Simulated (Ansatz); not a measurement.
The input, for Ansatz 0.2.0:

```yaml
crystal:
  periodic: [false, false, false]
  atoms:
    - {symbol: B, position_ang: [0.000000, 0.156752, 2.789018]}
    - {symbol: C, position_ang: [0.000000, -0.406829, -0.963901]}
    - {symbol: H, position_ang: [0.000000, 0.250077, -1.825118]}
basis:
  gaussian: {orbitals: 6-31G}
magnetization: {spin_polarized: true, initial_magnetization: 0}
hamiltonian: {xc: {name: CAM-B3LYP}}
```

```sh
$ ansatz run in.yaml --threads 1 --pin off --events-out ev --progress --plain --max-ram 2393MiB
```

Output:

```
  # Exact exchange under (alpha + beta erf(omega r))/r, Becke's under what is left of 1/r.
285 factors; integrals over basis functions are off by at most 3.1e-4 eV
103 factors; integrals over basis functions are off by at most 2.8e-5 eV
mean field evaluation 1: about -1707.8170 eV, gradient 2.1e1 eV
mean field evaluation 2: about -1612.1404 eV, gradient 6.1e1 eV
mean field evaluation 4: about -1705.3983 eV, gradient 2.7e1 eV
mean field evaluation 8: about -1712.2409 eV, gradient 8.2e0 eV
mean field evaluation 16: about -1714.3509 eV, gradient 5.8e-6 eV
mean field evaluation 32: about -1716.2479 eV, gradient 3.2e-2 eV
mean field evaluation 64: about -1716.2657 eV, gradient 6.7e-6 eV
mean field evaluation 96: about -1715.0895 eV, gradient 5.3e0 eV
mean field evaluation 128: about -1716.2657 eV, gradient 2.8e-3 eV
mean field -1716.26574482 eV, -63.0716027953 hartree, gradient 5.3e-6 eV, S^2 1.081917; 9 other end points of the search recorded, 0 dependent functions left out
reference -1716.26584137 eV, -63.0716063434 hartree; 6, 6 occupied and 14, 14 virtual orbitals, 285 factors
Total energy: -1716.26584137 eV, -63.0716063434 hartree
```

Ran on 1 thread of Arm Neoverse V1, shared host: 4.9 s wall, 0.14 GiB peak host memory.
